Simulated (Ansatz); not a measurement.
Born–Oppenheimer molecular dynamics of BH₃P₂ (6 atoms, charge 0, multiplicity 1). It starts at the highest image of a converged band, a first-order saddle point between two minima.

Theory: Ansatz 0.2.0, RKS PBE-D4/def2-SVP.

```json
{"ensemble": "NVE (velocity Verlet)", "time step": "0.5 fs", "steps asked": "200", "starting velocities drawn for": "100 K", "seed": "7363"}
```

First frame:

```xyz
6
Properties=species:S:1:pos:R:3
B -0.813 -0.426 -0.273
P 0.411 1.012 -0.386
P -0.094 -0.666 1.372
H -1.469 -1.095 -1.027
H 1.476 0.385 -1.163
H 0.530 0.727 1.431
```

Question: What does the run give?

Answer: The run went to its last step.

```json
{
  "steps done": "200",
  "time covered": "100 fs",
  "mean temperature over the second half": "494 K",
  "spread of the potential energy over the second half": "19.8 meV per atom",
  "mean potential energy of the second half above the start": "-33.9 meV per atom"
}
```

The conserved energy stayed within 0.021 meV per atom of its start (net change 0.0053 meV per atom), so the integration is sound. The system heated up, since it started high on the potential surface and ran downhill. A run of 0.1 ps of so small a system gives no equilibrium averages. The orbitals stay closed-shell, which can raise the energy where a bond breaks towards radicals; this wasn't checked here.

Question: What happens to the structure?

Answer: The step under study would form P2–H6 and break P3–H6. These pairs go: P2–H6 1.84 → 1.46 Å, P3–H6 1.53 → 3.21 Å. In the last frame they stand as after the step (other bonds may differ from the relaxed reactants and products). It ends as one piece, BH3P2. Pairs count as bonded within 1.25 times the sum of covalent radii (0.12 Å more for H–H). The details hang on the random start.

Question: How do temperature and energy run in time?

Answer: 
```
time (fs)  T (K)  potential energy less start (eV)  conserved less start (meV/atom)
      0.0    100                             0.000                             0.00
      5.0     72                             0.015                             0.01
     10.0     44                             0.029                             0.01
     15.0     34                             0.034                             0.00
     20.0     21                             0.041                             0.01
     25.0     34                             0.034                             0.01
     30.0     55                             0.023                             0.00
     35.0     78                             0.012                             0.02
     40.0    157                            -0.029                             0.01
     45.0    235                            -0.070                             0.00
     50.0    253                            -0.079                             0.01
     55.0    243                            -0.074                             0.01
     60.0    231                            -0.068                             0.00
     65.0    241                            -0.073                             0.02
     70.0    332                            -0.120                             0.01
     75.0    499                            -0.206                            -0.01
     80.0    597                            -0.257                             0.00
     85.0    651                            -0.285                             0.01
     90.0    778                            -0.351                            -0.01
     95.0    836                            -0.381                            -0.01
    100.0    789                            -0.356                             0.01
```

The run took 4.2 min on 1 thread of Arm Neoverse V2, on a shared host, peak memory 0.1 GiB.
